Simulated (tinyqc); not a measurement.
Worked calculation: RHF in the sto-6g basis, for NH3, spin multiplicity 1. One step of it, computed by the program tinyqc.

Question. Iteration 2: diagonalisation and new density. Diagonalise F' = X^T F X, C = X C', fill 5 alpha and 5 beta electrons from the bottom; D = 2 C_occ C_occ^T. Each column has its largest component positive (the first on a tie).

Fock matrix F (hartree):
```
             1N 1s      1N 2s     1N 2px     1N 2py     1N 2pz      2H 1s      3H 1s      4H 1s
1N 1s   -15.618262  -3.764307  -0.000001   0.000000   0.025099  -0.782571  -0.783181  -0.783181
1N 2s    -3.764307  -1.820321   0.000044   0.000000   0.079096  -0.754864  -0.755257  -0.755257
1N 2px   -0.000001   0.000044  -0.285178   0.000000  -0.000035  -0.419666   0.209750   0.209750
1N 2py    0.000000   0.000000   0.000000  -0.285364   0.000000   0.000000  -0.363561   0.363561
1N 2pz    0.025099   0.079096  -0.000035   0.000000  -0.365709   0.203878   0.203998   0.203998
2H 1s    -0.782571  -0.754864  -0.419666   0.000000   0.203878  -0.454919  -0.251473  -0.251473
3H 1s    -0.783181  -0.755257   0.209750  -0.363561   0.203998  -0.251473  -0.455238  -0.251466
4H 1s    -0.783181  -0.755257   0.209750   0.363561   0.203998  -0.251473  -0.251466  -0.455238
```

X:
```
            1N 1s      1N 2s     1N 2px     1N 2py     1N 2pz      2H 1s      3H 1s      4H 1s
1N 1s    1.023174  -0.143188   0.000001   0.000000   0.008658   0.019088   0.019095   0.019095
1N 2s   -0.143188   1.294458  -0.000039   0.000000  -0.097027  -0.263320  -0.263535  -0.263535
1N 2px   0.000001  -0.000039   1.109689   0.000000   0.000019  -0.252819   0.126404   0.126404
1N 2py   0.000000   0.000000   0.000000   1.109837   0.000000   0.000000  -0.219105   0.219105
1N 2pz   0.008658  -0.097027   0.000019   0.000000   1.034370   0.093557   0.093652   0.093652
2H 1s    0.019088  -0.263320  -0.252819   0.000000   0.093557   1.182773  -0.042372  -0.042372
3H 1s    0.019095  -0.263535   0.126404  -0.219105   0.093652  -0.042372   1.182967  -0.042359
4H 1s    0.019095  -0.263535   0.126404   0.219105   0.093652  -0.042372  -0.042359   1.182967
```

Give: F' = X^T F X; orbital energies; coefficients C; D after iteration 2.

Answer.

F' = X^T F X (hartree):
```
         1       2       3       4       5       6       7       8
1  -15.365  -1.927   0.000   0.000   0.043  -0.115  -0.115  -0.115
2   -1.927  -0.798   0.000   0.000  -0.104  -0.412  -0.412  -0.412
3    0.000   0.000  -0.018   0.000   0.000  -0.468   0.234   0.234
4    0.000   0.000   0.000  -0.017   0.000   0.000  -0.405   0.405
5    0.043  -0.104   0.000   0.000  -0.288   0.172   0.173   0.173
6   -0.115  -0.412  -0.468   0.000   0.172  -0.002  -0.059  -0.059
7   -0.115  -0.412   0.234  -0.405   0.173  -0.059  -0.002  -0.059
8   -0.115  -0.412   0.234   0.405   0.173  -0.059  -0.059  -0.002
```

orbital energies (hartree): MO1 -15.621, MO2 -1.058, MO3 -0.554, MO4 -0.554, MO5 -0.395, MO6 0.503, MO7 0.594, MO8 0.594

coefficients C:
```
           MO1     MO2     MO3     MO4     MO5     MO6     MO7     MO8
1N 1s    0.996  -0.208   0.000   0.000  -0.080  -0.162   0.000   0.000
1N 2s    0.018   0.756   0.000   0.000   0.419   1.080  -0.001   0.000
1N 2px   0.000   0.000   0.000   0.598   0.000   0.001   0.985   0.000
1N 2py   0.000   0.000   0.598   0.000   0.000   0.000   0.000   0.985
1N 2pz  -0.003  -0.107   0.000   0.000   0.890  -0.550   0.001   0.000
2H 1s   -0.004   0.167   0.000   0.500  -0.134  -0.660  -0.902   0.000
3H 1s   -0.004   0.167   0.433  -0.250  -0.134  -0.659   0.452  -0.782
4H 1s   -0.004   0.167  -0.433  -0.250  -0.134  -0.659   0.452   0.782
```

D after iteration 2:
```
         1N 1s   1N 2s  1N 2px  1N 2py  1N 2pz   2H 1s   3H 1s   4H 1s
1N 1s    2.085  -0.347   0.000   0.000  -0.104  -0.055  -0.055  -0.055
1N 2s   -0.347   1.497   0.000   0.000   0.585   0.139   0.139   0.139
1N 2px   0.000   0.000   0.715   0.000   0.000   0.598  -0.299  -0.299
1N 2py   0.000   0.000   0.000   0.715   0.000   0.000   0.517  -0.517
1N 2pz  -0.104   0.585   0.000   0.000   1.607  -0.274  -0.275  -0.275
2H 1s   -0.055   0.139   0.598   0.000  -0.274   0.591  -0.158  -0.158
3H 1s   -0.055   0.139  -0.299   0.517  -0.275  -0.158   0.591  -0.158
4H 1s   -0.055   0.139  -0.299  -0.517  -0.275  -0.158  -0.158   0.591
```
